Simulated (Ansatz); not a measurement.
Molecule: C$_{3}$H$_{3}$ (charge -1, singlet). It need not be the lowest isomer of its formula. Whether it binds its extra electron was not tested at this geometry. SMILES: [CH-]=C=C
Geometry: optimised at B3LYP-D3(BJ)/def2-TZVP (Ansatz, a quantum-chemistry and plane-wave program).

Parts of the frozen-core correlation energy in aug-cc-pVDZ (Ansatz, hartree). Frozen orbitals: 3; correlated occupied orbitals by spin: 8 and 8; virtual: 85 and 85. Spin-orbit coupling is left out. No relativistic terms.

```
term                            value
-------------------------  ----------
reference (HF)             -115.24483
MP2 opposite-spin            -0.31538
MP2 same-spin                     [?]
CCSD correlation                  [?]
(T)                               [?]
T1 diagnostic                   0.018
largest doubles amplitude       0.077
```

Some entries are withheld; supply them.


- MP2 same-spin, value: -0.10663
- CCSD correlation, value: -0.44537
- (T), value: -0.02164
